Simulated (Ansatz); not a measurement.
# SiCl+ (triplet): from Hartree-Fock to the top rungs, def2-TZVPP

The task here is to estimate one member of a computed series from the others.

Computed with Ansatz 0.2.0, Gaussian basis. Level: def2-TZVPP, core rule «outside noble gas», up to 10 orbitals frozen.

To be run: UHF; ROHF; CCSD(T) on UHF.

2 further runs of the same task are left out: 2 set aside as unsound or not needed.

### What is computed

The geometry is a PBE0/def2-TZVP stationary point (not a proven minimum) of the parent state, kept for this charge and spin.

2 atoms, charge 1, spin multiplicity 3.

Atoms are counted from 1 here; the program's logs count them from 0.

Bond lengths: Si1–Cl2 2.067 Å.

Coordinates:

```xyz
2
charge 1, multiplicity 3
Si    0.00000    0.00000    0.00000
Cl    0.00000    0.00000    2.06710
```

The first run:

File in.yaml:

```yaml
crystal:
  periodic: [false, false, false]
  atoms:
    - {symbol: Si, position_ang: [0.000000, 0.000000, 0.000000]}
    - {symbol: Cl, position_ang: [0.000000, 0.000000, 2.067100]}
basis:
  gaussian: {orbitals: def2-TZVPP}
total_charge: 1
magnetization: {spin_polarized: true, initial_magnetization: 2}
hamiltonian: {xc: hf}
output: {orbitals: {seedname: orbitals}}
```

The run is started by

```
> ansatz run in.yaml --threads 1 --pin off --events-out ev --progress --plain --max-ram 3968MiB --backend cpu
```

Among the steps run: UHF; ROHF; CCSD(T) on UHF.

One of the session's tables, all rows but one given; the rest of the session is left out.

It belongs to the step «Misses and costs». 

| method | from UCCSD(T) (kcal/mol) |
| --- | --- |
| ROHF | +170.78 |
| UHF | ? |
| UMP2 | +24.22 |
| UCCSD | +8.13 |
| UCCSD(T) | 0 |

Q: Estimate the row for UHF from the others.

**Answer.** from UCCSD(T) (kcal/mol): +168.43. In the column «from UCCSD(T) (kcal/mol)» it lies between UMP2 (+24.22) and ROHF (+170.78).
